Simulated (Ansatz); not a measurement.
Question: Name a neutral molecule of Cl, S, Si and H with HOMO–LUMO gap (B3LYP/def2-TZVPP) between 7.25 and 7.55 eV and HOMO–LUMO gap (ωB97M-V/def2-TZVPP) between 11.80 and 12.10 eV (Ansatz, PBE0-D4/def2-TZVP geometry).

Answer: `S[SiH2]Cl` (7.41 eV, 11.94 eV). Other molecules can fit too; these were computed, each in one conformer that needn't be the lowest.

B3LYP here is the variant with VWN-RPA as its local correlation; programs differ in this.
